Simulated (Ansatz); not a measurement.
# PS (sextet): wave-function methods side by side, 6-31G

Aim: climb from Hartree-Fock through coupled cluster and multireference methods for PS (sextet) at one geometry and basis, and see what each rung misses.

Program: Ansatz 0.2.0, Gaussian basis. Level of theory: 6-31G, core rule «outside noble gas», up to 10 orbitals frozen. These are calculated values, not measurements.

Plan: UHF; CCSD(T) on ROHF; CCSD(T) on UHF; BCCD(T) on ROHF; CISD; CCSDT(Q) on ROHF; CCSDT(Q) on UHF; CISDTQ; CCSDTQ on ROHF; CCSDTQ on UHF; CASSCF and MRCISD+Q, 11 electrons in 8 orbitals; CASSCF and NEVPT4(SD), 11 electrons in 8 orbitals; CASSCF and NEVPT2, 11 electrons in 8 orbitals; Full CI.

12 further runs of the same task are left out: 7 that didn't finish, 5 set aside as unsound or not needed.

### 1 The geometry

The geometry is a PBE0/def2-TZVP stationary point (not a proven minimum) of the parent state, kept for this charge and spin.

2 atoms, charge 0, spin multiplicity 6.

Atoms are counted from 1 here; the program's logs count them from 0.

Bond lengths: P1–S2 2.137 Å.

### 2 UHF

in.yaml reads:

```yaml
crystal:
  periodic: [false, false, false]
  atoms:
    - {symbol: P, position_ang: [0.000000, 0.000000, 0.000000]}
    - {symbol: S, position_ang: [0.000000, 0.000000, 2.137000]}
basis:
  gaussian: {orbitals: 6-31G}
magnetization: {spin_polarized: true, initial_magnetization: 5}
hamiltonian: {xc: hf}
output: {orbitals: {seedname: orbitals}}
```

Command:

```
$ ansatz run in.yaml --threads 1 --pin off --events-out ev --progress --plain --max-ram 2393MiB
```

The runs that follow: CCSD(T) on ROHF; CCSD(T) on UHF; BCCD(T) on ROHF; CISD; CCSDT(Q) on ROHF; CCSDT(Q) on UHF; CISDTQ; CCSDTQ on ROHF; CCSDTQ on UHF; CASSCF and MRCISD+Q, 11 electrons in 8 orbitals; CASSCF and NEVPT4(SD), 11 electrons in 8 orbitals; CASSCF and NEVPT2, 11 electrons in 8 orbitals; Full CI.

**Question.** What will the summary of the whole plan be? Wanted: FCI from the RHF energy; RMP2 from FCI; UMP2 from FCI; RCCSD from FCI; RCCSD(T) from FCI; UCCSD(T) from FCI; RCCSDT(Q) from FCI; UCCSDT(Q) from FCI; NEVPT2 valence from FCI.

As calculated:

```
                         quantity                                                                                                                        value
          FCI from the ROHF energy                                                                                                                   -1.4792 eV
                    RMP2 from FCI                                                                                                               +8.95 kcal/mol
                    UMP2 from FCI                                                                                                               +8.55 kcal/mol
                   RCCSD from FCI                                                                                                               +0.61 kcal/mol
                RCCSD(T) from FCI                                                                                                               +0.14 kcal/mol
                UCCSD(T) from FCI                                                                                                               +0.14 kcal/mol
               RCCSDT(Q) from FCI                                                                                                                0.00 kcal/mol
               UCCSDT(Q) from FCI                                                                                                                0.00 kcal/mol
          NEVPT2 valence from FCI                                                                                                              +10.21 kcal/mol
      NEVPT4(SD) valence from FCI                                                                                                               +1.62 kcal/mol
        MRCISD+Q valence from FCI                                                                                                               +0.45 kcal/mol
levels within 1 kcal/mol (43 meV)  RCCSD, UCCSD, RCCSD(T), UCCSD(T), BCCD(T), RCCSDT, UCCSDT, CISDTQ, RCCSDT(Q), UCCSDT(Q), RCCSDTQ, UCCSDTQ, MRCISD+Q valence
                    T1 diagnostic                                                                                                                        0.021
   effectively unpaired electrons                                                                                                                         5.01
```

**Reading.** RCCSD(T) lands +0.14 kcal/mol from the yardstick (0.4 % of the correlation energy). One determinant dominates. Of the multireference levels listed MRCISD+Q valence comes nearest in total energy (+0.45 kcal/mol), which doesn't show that its space is the better one. These misses are within one basis, not against nature; the frozen cores of restricted and unrestricted runs differ, which can shift their rows.

Levels on UHF freeze UHF's core orbitals, full CI those of ROHF, so the U rows can settle a little off it for that reason alone.

With open shells the CI space here admits some triples and quadruples, so it is larger than plain CISD.
